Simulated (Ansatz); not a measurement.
Compare A (`C=C1NCO1`) with its isomer B (`COCC#N`).

Computed with Ansatz on PBE0-D4/def2-TZVP structures; ΔE is electronic, products minus reactants. CCSD(T)/CBS adds triple-zeta CCSD(T) − MP2 to the extrapolated MP2 energy (def2 sets, frozen cores). This one scheme is used for every species. DFT in def2-TZVPP. B3LYP here is the variant with VWN-RPA as its local correlation; programs differ in this. Each species was taken in one conformer, which may not be the lowest.

(1) Which isomer does CCSD(T)/CBS put lower? Give the gap. (An estimate is asked.)

(2) Give E(B) − E(A) in kJ/mol with r2SCAN-D4, B3LYP-D4, HF/def2-TZVPP, PBE0-D4, PBE-D4, CCSD(T)/def2-SVP, CCSD/def2-TZVPP. (Best estimate.)

(3) Does the order hold for the free energy at 298.15 K (harmonic terms from PBE0-D4)? (Estimate.)

Largest T1 diagnostic: 0.012.

Answers

(1) Computed: B, by 73.5 kJ/mol.

(2) Computed: r2SCAN-D4 -49.6, B3LYP-D4 -66.8, HF/def2-TZVPP -92.1, PBE0-D4 -39.0, PBE-D4 -41.2, CCSD(T)/def2-SVP -88.6, CCSD/def2-TZVPP -81.2. None reverses the order clearly.

(3) The calculation gave: Yes: G(B) − G(A) = -81.1 kJ/mol, for one conformer each.

Leaving LDA and LC-ωPBE aside and taking each functional with its dispersion term where it has one, the values, not all of them listed here, spread over 40.0 kJ/mol, from B2PLYP to HSE06-D4. LDA lies +37.2 kJ/mol from PBE without D4. From r2SCAN to r2SCAN0 (25 % exact exchange), in def2-TZVPP and without D4, E(B) − E(A) moves by +3.4 kJ/mol.
